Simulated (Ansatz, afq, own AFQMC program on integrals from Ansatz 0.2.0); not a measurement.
## The Ge2–Cl3 bond of GeH$_{2}$SCl$_{2}$, singlet, worked out

```xyz
6

S     0.0971    1.3374   -1.1944
Ge    0.2154   -0.2723    0.3068
Cl    2.1506   -1.1557    0.0434
Cl   -1.2885   -1.7670   -0.0639
H    -1.1939    1.6155   -0.9002
H     0.0612    0.1783    1.7619
```

The molecule and both fragments are relaxed with PBE0/def2-SVP; the fragments keep their bonds.

Basis def2-TZVP. Only valence electrons are correlated. Ansatz 0.2.0 and our own AFQMC program on the same integrals; the CISD trial comes from CCSD amplitudes, and released means the phaseless constraint is let go. Error bars are statistical, one sigma. No spin–orbit coupling.

Total energies in eV. CBS is CCSD(T) at the limit of def2-TZVPP/QZVPP (extrapolated itself); the highest rung of each member is named.

Cautions: inner d shell frozen; no relativity below Rb; no spin-orbit coupling; GeH₂SCl₂ (singlet): the released value is read at 0.90 1/Eh with a noise of 23 meV, more than in the cases checked (meV from the phaseless value at times in 1/Eh: -12 ± 13 at 0.21, -19 ± 15 at 0.42, -26 ± 19 at 0.63, -33 ± 23 at 0.90); GeH₂SCl (doublet): the released value is read at 1.50 1/Eh with a noise of 14 meV, more than in the cases checked (meV from the phaseless value at times in 1/Eh: -16 ± 9 at 0.24, -36 ± 7 at 0.51, -30 ± 9 at 0.99, -26 ± 14 at 1.50).

```tsv
member	count	CCSD(T)/def2-TZVP	highest rung in def2-TZVP	which	CCSD(T)/CBS
GeH₂SCl, doublet	+1	-79842.3180	-79842.4033 ± 0.0140	released AFQMC	-79846.6754
Cl (doublet)	+1	-12508.0402	-12508.0635	CCSDTQ	-12509.3582
GeH₂SCl₂, singlet	-1	-92354.4206	-92354.5331 ± 0.0229	released AFQMC	-92360.2628
```

Problem. Work out the best estimate of the bond energy: the CCSD(T)/CBS difference plus the step from CCSD(T) to the highest rung.

Solution. Sums with the counts: CCSD(T)/CBS 4.2292 eV, highest rung 4.0663 eV, CCSD(T)/def2-TZVP 4.0624 eV. The step is 4.0663 − 4.0624 = 0.0039 eV, so the best estimate is 4.2292 + (0.0039) = 4.2331 eV = 97.6 kcal/mol, with sampling noise 0.027 eV. The step is under twice that noise, so its sign is open. The basis set is worth 0.167 eV of it. Zero-point, core-correlation and spin–orbit terms aren't in it. Past Ne the Hartree–Fock part of each CBS total tends to overshoot, since the cores don't follow the formula; that largely cancels in the difference.

Best estimates are given only where the step beyond CCSD(T) is under 0.3 eV and no member's determinant is very poor (T1 over 0.05, or 0.07 for open shells, ⟨S²⟩ too high by 0.3, two states mixed), so the hardest cases are missing from such tables.

CCSDT and higher add their correlation energy to the determinant of the CCSD(T) run, since their own runs factorise the integrals more tightly (a shift of under 2 meV). Each member of a difference takes its own highest rung, so a best estimate needn't equal the limit plus the step of one row. Released energies are given only where the last usable release times agree within the noise; a slower fall can still hide under it.
